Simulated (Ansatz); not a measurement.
in.yaml

```yaml
crystal:
  periodic: [false, false, false]
  atoms:
    - {symbol: B, position_ang: [0.000000, -0.152314, 1.856517]}
    - {symbol: P, position_ang: [0.000000, -0.003249, -0.673894]}
    - {symbol: H, position_ang: [0.000000, 1.733544, 0.795889]}
basis:
  gaussian: {orbitals: 6-31G}
magnetization: {spin_polarized: false, initial_magnetization: 1}
correlation: {active_space: {ras: {orbitals: [4, 1, 13], electrons: 9, max_holes: 3, max_particles: 3}, fixed_orbitals: true}}
scf: {lower_state_search: off}
```

```sh
$ ansatz run in.yaml --threads 1 --pin off --events-out ev --progress --plain --max-ram 2393MiB
```

Output:

```
these checks for a lower state are left out or cut short: stability, starts, cluster_reference, orbital_swaps, neighbouring_geometries, increment
298 factors; integrals over basis functions are off by at most 1.6e-4 eV
mean field evaluation 1: about -9948.5580 eV, gradient 1.4e1 eV
mean field evaluation 2: about -9948.5817 eV, gradient 1.4e1 eV
mean field evaluation 4: about -9950.1859 eV, gradient 1.7e0 eV
mean field evaluation 8: about -9950.2504 eV, gradient 4.1e-1 eV
mean field evaluation 16: about -9950.2579 eV, gradient 5.4e-6 eV
mean field -9950.25786759 eV, -365.6652321069 hartree, gradient 5.4e-6 eV, S^2 0.750000; 0 other end points of the search recorded, 0 dependent functions left out
reference -9950.25786759 eV, -365.6652321069 hartree; 11, 10 occupied and 13, 14 virtual orbitals, 298 factors
state -9954.57418779 eV, -365.8238539486 hartree
Total energy: -9954.57418779 eV, -365.8238539486 hartree
Checks for a lower state left out: stability, starts, cluster_reference, orbital_swaps, neighbouring_geometries, increment
```

Natural occupations: 1.9830 1.9407 1.8953 1.8593 0.9945 0.1280 0.0799 0.0474 0.0440 0.0070 0.0051 0.0046 0.0045 0.0027 0.0018 0.0012 0.0007 0.0004.

Ran on 1 thread of Arm Neoverse V1, shared host: 2.2 s wall, 0.15 GiB peak host memory.
